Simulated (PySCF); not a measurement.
# First hyperpolarisability: `CCC(=O)CC`, C$_{5}$H$_{10}$O

Geometry (Å), atoms numbered from 1 in this order:
```xyz
16

C     2.4946    0.0714   -0.0010
C     1.1594    0.0522   -0.7173
C    -0.0316    0.1051    0.2177
O     0.0939    0.3424    1.3957
C    -1.3886   -0.1560   -0.4034
C    -2.5491    0.1633    0.5173
H     2.6126   -0.8165    0.6374
H     3.3293    0.0946   -0.7164
H     2.5695    0.9500    0.6549
H     1.0615    0.9186   -1.3978
H     1.0529   -0.8309   -1.3715
H    -1.3975   -1.2223   -0.6974
H    -1.4513    0.3977   -1.3565
H    -3.5096   -0.1052    0.0544
H    -2.5735    1.2350    0.7642
H    -2.4513   -0.3822    1.4663
```

Theory: quadratic response CAM-B3LYP/def2-TZVPD first hyperpolarisability, Taylor convention, gas phase in PySCF 2.14.0. Geometry: PBE0-D3(BJ)/def2-SVP.

Give β for the processes computed.

In au, Taylor convention; the vector part is βᵢ = ⅓ Σⱼ (βᵢⱼⱼ + βⱼᵢⱼ + βⱼⱼᵢ); β∥ is 3/5 of the vector part along the dipole, the dipole points from − to +:
| process | λ (nm) | β vector norm | β∥ | β HRS | depolarisation ratio |
| --- | --- | --- | --- | --- | --- |
| static β(0;0,0) | ∞ | 52.2 | -31.3 | 20.0 | 6.86 |
| second harmonic β(−2ω;ω,ω) | 1907 | 53.1 | -31.9 | 20.4 | 6.82 |
| Pockels β(−ω;ω,0) | 1907 | 52.5 | -31.5 | – | – |
| second harmonic β(−2ω;ω,ω) | 1064 | 55.4 | -33.2 | 21.4 | 6.68 |
| Pockels β(−ω;ω,0) | 1064 | 53.2 | -31.9 | – | – |

Which lowest excitations, dipole and polarisabilities go with it?

S1 4.56 eV (f = 0.000); S2 6.52 eV (f = 0.010); S3 7.42 eV (f = 0.002); dipole 2.83 D; isotropic α 65.5 au static, 65.6 au at 1907 nm, 65.9 au at 1064 nm, 66.1 au at 953.5 nm, 67.3 au at 532 nm.
